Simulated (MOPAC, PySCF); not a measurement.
Homolysis of single bonds, series allyl-X. All species are isolated molecules in the gas phase. One relaxed conformer stands for each flexible species; it need not be the lowest. Strings in code marks are SMILES.

Quantity: electronic energy of isomers of CH3S, doublet states, relative to `C[S]`, in eV. HF references are unrestricted for open shells and restricted for singlets. Semi-empirical values (MOPAC) are differences of heats of formation.

Level 1: PBE-D3(BJ)/def2-TZVP // PBE0-D4/def2-TZVP (PySCF)
Level 2: PBE/6-31G* // PBE0-D4/def2-TZVP (PySCF)
Level 3: HF/6-31G* // PBE0-D4/def2-TZVP (PySCF)
Level 4: PM3 // PBE0-D4/def2-TZVP (MOPAC)

```json
[
 {"species": "`[CH2]S`", "level 2": "0.63", "level 3": "0.82", "level 4": "-0.280"}
]
```

Question: What does level 1 give for each?

Answer: 
- `[CH2]S`: 0.368
